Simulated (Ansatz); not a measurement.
BH₅OSi (`BO[SiH3]`). Total charge 0; spin multiplicity 1.

```xyz
8

B    -1.528   -0.329   -0.011
O    -0.475    0.430   -0.370
Si    1.146    0.317   -0.040
H    -1.363   -1.299    0.682
H    -2.614   -0.006   -0.402
H     1.412   -0.865    0.819
H     1.558    1.561    0.652
H     1.866    0.191   -1.329
```

**Question.** List the harmonic frequencies (cm⁻¹, unscaled) at PBE0-D4/def2-TZVP in Ansatz. (An estimate is asked.)

**Answer.** Ansatz gave: 92, 204, 279, 714, 728, 758, 949, 955, 966, 1021, 1059, 1229, 1396, 2234, 2253, 2254, 2538, 2635.

**Question.** Is this a minimum?

**Answer.** Yes, all 18 modes are real.

**Question.** Give the ideal-gas thermochemistry at 298.15 K and 1 bar (rigid rotor, harmonic oscillator; point group Cs, symmetry number 1).

**Answer.** Zero-point energy 133.1 kJ/mol; H(298) − E = 149.0 kJ/mol; entropy 292.2 J/(mol·K), of which translation 159.9, rotation 96.2, vibration 36.1; G(298) − E = 61.9 kJ/mol. Modes under 100 cm⁻¹ are hindered rotations or soft bends, so the harmonic entropy is rough.

**Question.** And at 400, 500, 600, 800 and 1000 K?

**Answer.** 
```csv
T (K),H − E (kJ/mol),S (J/mol/K),G − E (kJ/mol)
400,157.5,316.6,30.9
500,167.4,338.5,-1.9
600,178.4,358.6,-36.7
800,203.5,394.5,-112.1
1000,231.4,425.6,-194.2
```
